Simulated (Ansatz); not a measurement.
SiPH5 (SMILES [SiH3]P): methods side by side

SiPH5: 7 atoms, total charge 0, spin state singlet. As SMILES, `[SiH3]P`. The shape is that of a GFN2-xTB optimisation.

```xyz
7

Si   -0.6408   -0.3615   -0.3959
P     1.0613   -0.0091    1.0077
H    -1.8255   -0.6029    0.4263
H    -0.2989   -1.5443   -1.1846
H    -0.8905    0.7689   -1.2937
H     0.6647    1.2602    1.3871
H     1.9298    0.4888    0.0531
```

Each level gives the energy change with the Si1–H4 bond stretched from 1.462 to 2.193 Å (eV). The values are calculated.

```tsv
level	kind	program	value (eV)	less FCI/STO-3G	CPU time (all runs)
SVWN5/STO-3G (restricted)	LDA	Ansatz	2.96	+0.11	2.2 s
PBE/STO-3G (restricted)	GGA	Ansatz	2.85	0.00	3.2 s
revPBE/STO-3G (restricted)	GGA	Ansatz	2.81	-0.04	3.1 s
BHLYP/STO-3G (restricted)	global hybrid	Ansatz	3.45	+0.60	3.1 s
wB97X/STO-3G (restricted)	range-separated hybrid	Ansatz	3.35	+0.50	17 s
CCSD(T)/STO-3G (restricted)	coupled cluster or CI	Ansatz	2.85	0.00	0.47 s
CCSD/STO-3G (restricted)	coupled cluster or CI	Ansatz	2.88	+0.03	0.41 s
FCI/STO-3G	exact in the basis	Ansatz	2.85	0.00	27 s
```

FCI/STO-3G is exact within its basis and frozen core, so for wave-function methods in that basis the difference is their error; functionals converge differently with the basis, so for them it is only a difference. The first shape isn't each level's own minimum. The values span 2.81 to 3.45 eV. All rows use very small basis sets, so none should be taken for the real molecule's value. In so small a basis fixed costs decide the times, and correlated methods can beat functionals. Times are those of the runs behind each value, whatever else they computed, on shared processors of several kinds: orders of magnitude only.
